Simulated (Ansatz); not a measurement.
# I (I, solid I2 (Cmce)): the cost of one run

Program: Ansatz 0.2.0. Level of theory: DFT r²SCAN, plane waves with PAW, scalar-relativistic. These are calculated values, not measurements.

1 further run of the same task is left out (set aside as unsound or not needed).

**1. The starting structure**

Symmetry: Cmce, No. 64, orthorhombic system. The conventional cell has a = 7.740 Å, b = 4.625 Å, c = 9.889 Å, α = 90.00°, β = 90.00°, γ = 90.00°. Around I (site symmetry m) lie 1 I at 2.77 Å.

Structure file:

```cif
data_structure
_symmetry_space_group_name_H-M 'P 1'
_symmetry_Int_Tables_number 1
_cell_length_a 4.5084
_cell_length_b 4.5084
_cell_length_c 9.8887
_cell_angle_alpha 90.000
_cell_angle_beta 90.000
_cell_angle_gamma 61.722
_cell_volume 177.01
loop_
_atom_site_label
_atom_site_type_symbol
_atom_site_fract_x
_atom_site_fract_y
_atom_site_fract_z
_atom_site_occupancy
I1 I 0.84573 0.15427 0.12003 1
I2 I 0.65427 0.34573 0.62003 1
I3 I 0.15427 0.84573 0.87997 1
I4 I 0.34573 0.65427 0.37997 1
```

**2. Width 0.01 eV**

The run at 0.01 eV.

input.yaml

```yaml
crystal:
  lattice:
    - [3.8700618714, -2.3126027455, 0.0]
    - [3.8700618714, 2.3126027455, 0.0]
    - [0.0, 0.0, 9.8887364343]
  atoms:
    - { symbol: I, position: [0.8457316503, 0.1542683497, 0.1200270611] }
    - { symbol: I, position: [0.6542683497, 0.3457316503, 0.6200270611] }
    - { symbol: I, position: [0.1542683497, 0.8457316503, 0.8799729389] }
    - { symbol: I, position: [0.3457316503, 0.6542683497, 0.3799729389] }
hamiltonian:
  xc: r2scan
  pseudopotentials:
    kind: paw
    azcp:
      I: "pseudopotentials/I.paw.azcp"
basis:
  ecutwfc: 500
  fft_grid_basis: typed
kpoints:
  mp_grid: { grid: [8, 8, 4], shift: [0, 0, 0] }
magnetization:
  spin_polarized: false
scf:
  occupations: { method: fermi_dirac, width: 0.01 }
  lower_state_search: "off"
output:
  stress: true
```

Started as:

```
$ ansatz run input.yaml --threads 2 --pin off --max-ram 5120MiB --backend cpu --events-out ev --progress --plain --runs-dir out
```

What time and memory should one allow on 2 threads of Intel Xeon Platinum 8375C at 2.90GHz (Ice Lake), shared host?

About 17 s, with a peak of 1.1 GiB.
